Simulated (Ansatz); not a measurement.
```yaml
crystal:
  periodic: [false, false, false]
  atoms:
    - {symbol: F, position_ang: [-2.086549, -0.130225, 0.202391]}
    - {symbol: Si, position_ang: [-0.623211, -0.187767, -0.448290]}
    - {symbol: P, position_ang: [0.891218, -0.211684, 1.207817]}
    - {symbol: H, position_ang: [-0.503981, -1.452887, -1.214880]}
    - {symbol: H, position_ang: [-0.508859, 0.976286, -1.360777]}
    - {symbol: H, position_ang: [0.943424, 1.204239, 1.310722]}
    - {symbol: H, position_ang: [1.949258, -0.265960, 0.257417]}
basis:
  gaussian: {orbitals: def2-TZVPD, fitting: {mean_field: def2-universal-jkfit}}
hamiltonian: {xc: {name: revPBE}}
scf: {lower_state_search: full}
output: {forces: true}
```

```sh
$ ansatz run in.yaml --threads 2 --pin off --events-out ev --progress --plain --max-ram 4352MiB
```

It prints (some lines left out):

```
Functional definition: revPBE
405 factors; integrals over basis functions are off by at most 1.6e0 eV
mean field evaluation 1: about -19945.0982 eV, gradient 3.6e1 eV
mean field evaluation 2: about -19945.1015 eV, gradient 3.6e1 eV
mean field evaluation 4: about -19947.2536 eV, gradient 9.8e0 eV
mean field evaluation 8: about -19947.4762 eV, gradient 4.2e-2 eV
mean field evaluation 16: about -19947.4762 eV, gradient 2.8e-5 eV
mean field -19947.47620180 eV, -733.0562295313 hartree, gradient 2.8e-5 eV, S^2 0.000000; 0 other end points of the search recorded, 0 dependent functions left out
reference -19947.47626488 eV, -733.0562318494 hartree; 21, 21 occupied and 141, 141 virtual orbitals, 405 factors
Total energy: -19947.47626488 eV, -733.0562318494 hartree
Atom 0 at    -2.086549    -0.130225     0.202391 Å, force    -0.801861     0.028412     0.341068 eV/Å
Atom 1 at    -0.623211    -0.187767    -0.448290 Å, force     0.534368     0.001502    -0.320335 eV/Å
Atom 2 at     0.891218    -0.211684     1.207817 Å, force     0.035859    -0.260806     0.397144 eV/Å
Atom 3 at    -0.503981    -1.452887    -1.214880 Å, force     0.017548    -0.186614    -0.120578 eV/Å
Atom 4 at    -0.508859     0.976286    -1.360777 Å, force     0.005819     0.167960    -0.153883 eV/Å
Atom 5 at     0.943424     1.204239     1.310722 Å, force     0.023783     0.244672     0.010489 eV/Å
Atom 6 at     1.949258    -0.265960     0.257417 Å, force     0.184484     0.004874    -0.153904 eV/Å
Dipole moment:     0.262754     0.079870    -0.147857 e Å
```

It took 2.1 s on 2 threads of an Arm Neoverse V1 on a shared host, with 0.34 GiB of host memory at the peak.
